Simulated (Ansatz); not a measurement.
Input file:

```yaml
crystal:
  periodic: [false, false, false]
  atoms:
    - { symbol: B, position_ang: [-0.009865, -0.024285, 0.428404] }
    - { symbol: C, position_ang: [0.006861, 0.414301, 1.953591] }
    - { symbol: H, position_ang: [-0.935894, 0.260514, 2.488629] }
    - { symbol: H, position_ang: [0.830126, -0.010538, 2.537295] }
    - { symbol: H, position_ang: [0.176719, 1.506153, 1.937635] }
    - { symbol: H, position_ang: [1.015388, -0.234302, -0.150194] }
    - { symbol: H, position_ang: [-1.024809, 0.014291, -0.205776] }
    - { symbol: P, position_ang: [-0.320502, -3.103392, 0.76442] }
    - { symbol: H, position_ang: [-0.765909, -2.723409, -0.531759] }
    - { symbol: H, position_ang: [1.057738, -3.043549, 0.414508] }
    - { symbol: H, position_ang: [-0.348351, -1.774484, 1.277948] }
basis:
  gaussian: { orbitals: "6-31G*" }
hamiltonian:
  xc: b3lyp
  dispersion: d4
relax:
  f_tol: 0.03
  max_steps: 50
```

Launched with:

```bash
$ ansatz run input.yaml --threads 1 --pin off --max-ram 2048MiB --backend cpu --events-out ev --progress --plain --runs-dir out
```

Hardware: 1 thread of Arm Neoverse V1, with other jobs on the host.

Q: Roughly how long does this run take, and how much memory?

A: 63 s, with a peak of 0.14 GiB, for 24 ionic steps.
